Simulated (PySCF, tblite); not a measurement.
Isomers of C4H11PS. Level: GFN2-xTB in tblite, geometry and Hessian alike; calculated harmonic values, unscaled, isolated species. Against measured fundamentals such values can be off by several per cent, at times by over 20. Modes of hydrogen on phosphorus can be 10 to 20 % off. One conformer each.

Electronic energies: PBE0/pcSseg-1 single points on the GFN2-xTB geometries (PySCF, gas phase).

```
          SMILES  electronic energy, lowest = 0 (kcal/mol)
CC(C)[P@@H](C)=S                                       9.4
  CCC[P@@H](C)=S                                       9.8
   CC(C)C[PH2]=S                                      19.8
          CCPCSC                                      36.9
        CSCP(C)C                                      29.0
     CCP(C)(C)=S                                       0.0
```

Task: How do GFN2-xTB zero-point energies change the relative energies?

Result: 
```
          SMILES  ZPE (kcal/mol)  of it from modes above 1550 cm⁻¹  electronic (kcal/mol)  with ZPE, lowest = 0 (kcal/mol)  lowest mode (cm⁻¹)  rings
     CCP(C)(C)=S            87.9                              47.2                    0.0                              0.0                  63      0
CC(C)[P@@H](C)=S            87.8                              46.0                    9.4                              9.3                  55      0
  CCC[P@@H](C)=S            88.1                              45.9                    9.8                             10.0                  56      0
   CC(C)C[PH2]=S            88.1                              44.9                   19.8                             19.9                  72      0
        CSCP(C)C            87.0                              47.2                   29.0                             28.1                  39      0
          CCPCSC            87.2                              46.0                   36.9                             36.2                  41      0
```

The zero-point energies span 1.1 kcal/mol, from `CSCP(C)C` to `CC(C)C[PH2]=S`. The order is unchanged.

Task: And how do the electronic energies of GFN2-xTB itself compare?

Result: `CCP(C)(C)=S` 0.4; `CC(C)[P@@H](C)=S` 0.0; `CCC[P@@H](C)=S` 1.5; `CC(C)C[PH2]=S` 0.3; `CSCP(C)C` 29.1; `CCPCSC` 33.2 kcal/mol, lowest = 0. Against the energies above, taken from the same isomer `CCP(C)(C)=S`, the largest difference is 19.9 kcal/mol.

Task: What do entropy and thermal enthalpy add at 298.15 K and 1 bar (rigid rotor, harmonic oscillator, one conformer each)?

Result: 
```tsv
SMILES	point group	symmetry number	S (cal/(mol K))	H − H(0) (kcal/mol)	ZPE + H − H(0) − TS (kcal/mol)
CCP(C)(C)=S	C1	1	94.8	6.65	66.3
CC(C)[P@@H](C)=S	C1	1	93.1	6.37	66.4
CCC[P@@H](C)=S	C1	1	94.4	6.33	66.2
CC(C)C[PH2]=S	C1	1	90.3	5.91	67.1
CSCP(C)C	C1	1	97.4	6.80	64.8
CCPCSC	C1	1	96.1	6.50	65.1
```
